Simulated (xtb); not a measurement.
# GFN2-xTB run of C2H6N2O (SMILES NC(N)=CO)

Wanted: a structure relaxation of C2H6N2O. 

The results are computed with xtb 6.7.1.

3 further runs of the same task are left out: 1 that didn't finish, 2 set aside as unsound or not needed.

### 1 The structure to begin with

The species is C2H6N2O (11 atoms), meant as a singlet with charge 0. As SMILES, `NC(N)=CO`. The run starts from this shape.

Bond lengths: N1–C2 1.393 Å, C2–N3 1.397 Å, C2–C4 1.339 Å, C4–O5 1.396 Å, N1–H6 1.010 Å, N1–H7 1.010 Å, N3–H8 1.111 Å, N3–H9 1.008 Å, C4–H10 1.080 Å, O5–H11 0.963 Å. Some angles: N1–C2–N3 115.2°, N1–C2–C4 122.1°, N3–C2–C4 122.5°, C2–C4–O5 120.9°, C2–N1–H6 115.0°, C2–N1–H7 111.2°, C2–N3–H8 114.0°, C2–N3–H9 113.5°, C2–C4–H10 122.3°, O5–C4–H10 116.9°.

### 2 A geometry optimisation at GFN2-xTB

Input file mol.json:

```json
{"schema_name": "qcschema_molecule", "schema_version": 2, "symbols": ["N", "C", "N", "C", "O", "H", "H", "H", "H", "H", "H"], "geometry": [-2.26330608, 0.50719115, 1.2368352, 0.09159503, -0.29017878, 0.37183196, 1.6518663, -1.37352098, 2.20399703, 0.71926756, -0.22022112, -2.07916172, -0.9025143, 0.85486297, -3.86145691, -2.23830501, 1.43516006, 2.90419725, -3.21266669, 1.45789347, -0.11898661, 1.54878174, -0.43218036, 4.07863369, 3.4493171, -1.62005465, 1.62084644, 2.48281667, -0.97722651, -2.77512895, -1.10936372, -0.30540998, -5.24711749], "molecular_charge": 0, "molecular_multiplicity": 1}
```

Run with:

```console
xtb --json --dipole -o tight --gfn2 -- mol.json > mol.out
```

Q: Predict the results. Wanted: total energy at the end; dipole moment; HOMO energy; LUMO energy; HOMO–LUMO gap; dispersion energy; mean polarisability.

Answer, from the run:

At GFN2-xTB:

```
                      quantity          value
       total energy at the end   -17.20376 Eh
                 dipole moment         1.56 D
                   HOMO energy       -8.86 eV
                   LUMO energy       -4.23 eV
                 HOMO–LUMO gap        4.63 eV
             dispersion energy  -13.74 kJ/mol
mean polarisability (D4 model)     50.2 bohr³
```

At the final geometry: Bond lengths: N1–C2 1.393 Å, C2–N3 1.397 Å, C2–C4 1.339 Å, C4–O5 1.396 Å, N1–H6 1.010 Å, N1–H7 1.010 Å, N3–H8 1.010 Å, N3–H9 1.008 Å, C4–H10 1.080 Å, O5–H11 0.963 Å. Some angles: N1–C2–N3 115.2°, N1–C2–C4 122.1°, N3–C2–C4 122.5°, C2–C4–O5 120.9°, C2–N1–H6 115.0°, C2–N1–H7 111.3°, C2–N3–H8 114.0°, C2–N3–H9 113.5°, C2–C4–H10 122.3°, O5–C4–H10 116.9°. The optimisation took 6 steps and changed the energy by -0.165 eV. Mulliken charges run from -0.44 on O5 to +0.28 on H11.
